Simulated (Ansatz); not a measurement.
# CH₂FN: how energies converge with the basis set

An exercise on one series of results from a longer session: the logs are not shown, and one member is left open.

Method: one geometry, several basis sets; program: Ansatz 0.2.0, Gaussian basis.

Plan: PBE0-D4/def2-SVP; ωB97M-V/def2-SVP; PBE0-D4/def2-QZVPP; ωB97M-V/def2-QZVPP; the functionals' def2-TZVPP values are taken from earlier runs.

## Structure used throughout

The geometry comes from an earlier relaxation with PBE0-D4 in a triple-zeta def2 set; it is a stationary point.

SMILES `N=CF`, 5 atoms, charge 0, spin multiplicity 1.

Atoms are counted from 1 here; the program's logs count them from 0.

Bond lengths: N1–C2 1.242 Å, N1–H4 1.016 Å, C2–F3 1.329 Å, C2–H5 1.092 Å. Angles: C2–N1–H4 110.6°, N1–C2–F3 120.0°, N1–C2–H5 129.8°, F3–C2–H5 110.2°.

Geometry (Å):

```
N    -0.7199   -0.4544   -0.4398
C     0.2965   -0.0345    0.1373
F     1.2424   -0.8848    0.5208
H    -1.3439    0.3141   -0.6673
H     0.5748    0.9860    0.4076
```

Set-up of the first run:

Contents of in.yaml:

```yaml
crystal:
  periodic: [false, false, false]
  atoms:
    - {symbol: N, position_ang: [-0.719915, -0.454394, -0.439799]}
    - {symbol: C, position_ang: [0.296468, -0.034526, 0.137289]}
    - {symbol: F, position_ang: [1.242446, -0.884843, 0.520813]}
    - {symbol: H, position_ang: [-1.343939, 0.314087, -0.667296]}
    - {symbol: H, position_ang: [0.574840, 0.985975, 0.407593]}
basis:
  gaussian: {orbitals: def2-SVP}
hamiltonian: {xc: pbe0, dispersion: d4}
output: {orbitals: {seedname: orbitals}}
```

Among the steps run: PBE0-D4 in def2-SVP; ωB97M-V in def2-SVP; PBE0-D4 in def2-QZVPP; ωB97M-V in def2-QZVPP.

One of the session's tables, all rows but one given; the rest of the session is left out.

It belongs to the step «Density functionals: the series». 

```
functional       basis  HOMO (eV)  LUMO (eV)
   PBE0-D4    def2-SVP      -8.54       0.15
   PBE0-D4  def2-TZVPP          ?          ?
   PBE0-D4  def2-QZVPP      -8.86      -0.27
   ωB97M-V    def2-SVP     -10.96       2.61
   ωB97M-V  def2-TZVPP     -11.25       2.17
   ωB97M-V  def2-QZVPP     -11.30       1.82
```

**Question.** Estimate the row for PBE0-D4, def2-TZVPP.

The run gave: HOMO (eV): -8.81; LUMO (eV): -0.16. In the column «HOMO (eV)» it lies between PBE0-D4, def2-QZVPP (-8.86) and PBE0-D4, def2-SVP (-8.54).
